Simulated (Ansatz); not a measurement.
BN₂. Total charge 0; doublet. Geometry r2SCAN-D4/def2-TZVP, basis def2-TZVP, Ansatz.

| atom | x (Å) | y (Å) | z (Å) |
| --- | --- | --- | --- |
| B1 | -0.1413 | -0.6253 | 0.5413 |
| N2 | -0.4315 | 0.1138 | -0.6314 |
| N3 | 0.5728 | 0.5115 | 0.0901 |

```
run  HOMO (eV)  LUMO (eV)
  A      -6.40      -4.98
  B      -6.19      -4.33
  C      -6.45      -3.78
  D      -9.18      -2.71
  E      -6.18      -4.62
  F      -7.73      -3.42
```

The structure comes from a short search, and lower isomers may exist.

HOMO and LUMO are taken over both spins.

The runs used BHLYP, BLYP, LDA (SPW92), PBE0, r2SCAN, revPBE. Estimate which is which.

A LDA (SPW92) (0 % exact exchange); B revPBE (0 % exact exchange); C r2SCAN (0 % exact exchange); D BHLYP (50 % exact exchange); E BLYP (0 % exact exchange); F PBE0 (25 % exact exchange). Exact exchange lowers occupied and raises empty levels; among semilocal functionals meta-GGAs tend to open the gap a little, and such runs are hard to tell apart. The gap grows from 1.42 eV (LDA (SPW92)) to 6.46 eV (BHLYP).
